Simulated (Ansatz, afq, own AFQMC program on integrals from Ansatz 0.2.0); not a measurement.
Integrals from Ansatz 0.2.0, then the random walk in our own AFQMC program (afq).

```yaml
crystal:
  periodic: [false, false, false]
  atoms:
    - {symbol: V, position_ang: [0.000000, 0.000000, 4.701267]}
    - {symbol: C, position_ang: [0.000000, 0.000000, -1.784733]}
    - {symbol: O, position_ang: [0.000000, 0.000000, -2.916533]}
basis:
  gaussian: {orbitals: def2-SVP}
total_charge: 1
magnetization: {spin_polarized: false}
correlation: {method: ccsd_t, electrons: outside_noble_gas, hamiltonian_folder: ham}
```

```sh
$ ansatz run in.yaml --threads 1 --pin off --events-out ev --progress --plain --max-ram 16896MiB --backend cuda --devices 0, --max-vram 18GiB
```

Options of the walk:

```
--method phaseless --trial hf --walkers 4000 --populations 20 --least-time 40 --time-step 0.005 --steps-per-block 20 --equilibration-blocks 160 --max-blocks 4000 --target-error 0.00225 --factor-cut 1e-05 --seed 350 --taylor-order 6
```

Times are imaginary, in 1/Eh. The walk had a cap of 64 s. With eight or more populations the least sampling time is a fifth of least-time, and the error comes from their spread.

Output of the walk:

```
orbitals 48  electrons 7 7  factors 365 of 624
reference energy -1055.04619718 Eh
CCSD correlation -0.35273612 Eh in 20 cycles, weight of the determinant in the CISD state 0.8465
energy of the start -1055.046197 Eh
 block  time / (1/Eh)  mean weight  energy / Eh
     1     0.100  1.0018  -1055.149055
     2     0.200  1.0029  -1055.218957
     3     0.300  1.0026  -1055.264245
     4     0.400  1.0021  -1055.294233
     5     0.500  1.0022  -1055.319206
     7     0.700  1.0018  -1055.345742
     9     0.900  1.0006  -1055.369491
    13     1.300  1.0003  -1055.383868
    25     2.500  1.0004  -1055.408313
    37     3.700  0.9999  -1055.408137
    49     4.900  0.9987  -1055.412895
    61     6.100  0.9998  -1055.420061
    73     7.300  1.0000  -1055.421370
    85     8.500  1.0003  -1055.411738
    97     9.700  1.0005  -1055.428958
   109    10.900  1.0000  -1055.437339
   121    12.100  0.9999  -1055.415476
   133    13.300  0.9992  -1055.416030
   145    14.500  1.0001  -1055.441464
   157    15.700  0.9998  -1055.429397
   169    16.900  0.9991  -1055.438013
   181    18.100  1.0004  -1055.438839
   193    19.300  1.0003  -1055.441436
   205    20.500  1.0003  -1055.429449
   217    21.700  1.0003  -1055.434766
   229    22.900  1.0008  -1055.442135
   241    24.100  1.0001  -1055.435713
   253    25.300  1.0004  -1055.432722
   259    25.900  1.0003  -1055.436926
error from the spread of 20 populations
energy -1055.433387 +/- 0.002213 Eh
(rows thinned)
```

The run passed its tests (sampling time, drift between the halves within three errors, error under three times the target), which doesn't prove that it has relaxed.

Against this walk (error 60.2 meV) on the same determinant: CCSD(T) 587.7 meV higher. The error is statistical and leaves out the bias of the constraint. None of these is a sure reference here.

Cautions: constraint bias not in the error; no relativity below Rb; outer-core shells of the metal frozen; higher spins were not checked; restricted determinant unstable towards unrestricted (UHF 2.00 eV lower, ⟨S²⟩ 2.00).

The walk took 37 s on 1 × NVIDIA H100 80GB HBM3 with 2 threads of AMD EPYC 7R13 Processor (Zen 3), with other jobs on the host (the card was shared). The log's last line is the phaseless energy.
